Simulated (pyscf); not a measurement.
7 gas-phase steps of one pattern: addition across a multiple bond or ene-type step on the singlet surface, H–H broken and H–Mo + H–O or H–Nb + H–O or H–O + H–Ta or H–O + H–W formed. PySCF, gas phase, ωB97X-D3(BJ)/def2-SVP geometries. Electronic energies in kcal/mol, from the separated reactants; ΔE‡ at ωB97M-D3(BJ)/def2-TZVP, beside the barrier at PBE/def2-TZVP on the same structures. Rows were drawn at random from the steps of this pattern with a verified saddle, stable references and no exit in the data more than 5 kcal/mol lower.

```json
[
 {"row": "1", "step": "O=Ta(F)(F)–F (SMILES [O]=[Ta]([F])([F])[F]) + H₂ (SMILES [H][H]) → HO–TaH(F)(F)–F (SMILES [OH][TaH]([F])([F])[F])", "ΔE‡(PBE)": "24.9", "ΔE‡": "27.7"},
 {"row": "2", "step": "O=W(=O)(Cl)–Cl (SMILES [O]=[W](=[O])([Cl])[Cl]) + H₂ (SMILES [H][H]) -> O=WH(OH)(Cl)–Cl (SMILES [O]=[WH]([OH])([Cl])[Cl])", "ΔE‡(PBE)": "33.0", "ΔE‡": "36.7"},
 {"row": "3", "step": "O=Ta(OH)(OH)–OH (SMILES [O]=[Ta]([OH])([OH])[OH]) + H₂ (SMILES [H][H]) → HO–TaH(OH)(OH)–OH (SMILES [OH][TaH]([OH])([OH])[OH])", "ΔE‡(PBE)": "27.6", "ΔE‡": "30.9"},
 {"row": "4", "step": "O=Mo(=O)(F)–F (SMILES [O]=[Mo](=[O])([F])[F]) + H₂ (SMILES [H][H]) → O=MoH(OH)(F)–F (SMILES [O]=[MoH]([OH])([F])[F])", "ΔE‡(PBE)": "34.1", "ΔE‡": "?"},
 {"row": "5", "step": "O=Ta(Cl)(Cl)–Cl (SMILES [O]=[Ta]([Cl])([Cl])[Cl]) + H₂ (SMILES [H][H]) → HO–TaH(Cl)(Cl)–Cl (SMILES [OH][TaH]([Cl])([Cl])[Cl])", "ΔE‡(PBE)": "30.3", "ΔE‡": "33.8"},
 {"row": "6", "step": "O=Nb(F)(F)–F (SMILES [O]=[Nb]([F])([F])[F]) + H₂ (SMILES [H][H]) -> HO–NbH(F)(F)–F (SMILES [OH][NbH]([F])([F])[F])", "ΔE‡(PBE)": "32.5", "ΔE‡": "36.0"},
 {"row": "7", "step": "O=Mo(=O)(OH)–Cl (SMILES [O]=[Mo](=[O])([OH])[Cl]) + H₂ (SMILES [H][H]) → O=MoH(OH)(OH)–Cl (SMILES [O]=[MoH]([OH])([OH])[Cl])", "ΔE‡(PBE)": "33.8", "ΔE‡": "37.7"}
]
```

**Question.** From a straight line through the complete rows, estimate the missing barrier and say how far the line can be trusted.

**Answer.** Over the 6 complete rows the means are +30.4 (ΔE‡(PBE)) and 33.8 (ΔE‡); least squares gives b = 1.10 and a = 0.4 kcal/mol, with residuals of 0.1 kcal/mol (root mean square; largest 0.1, row 6). For row 4: 0.4 + 1.10 × (+34.1) = 37.9 kcal/mol, an extrapolation. The computed barrier is 37.9 kcal/mol, on the line. The line follows the complete rows closely. Each barrier is that of the saddle found. Elements past Kr carry the def2 core potentials, without spin-orbit coupling.
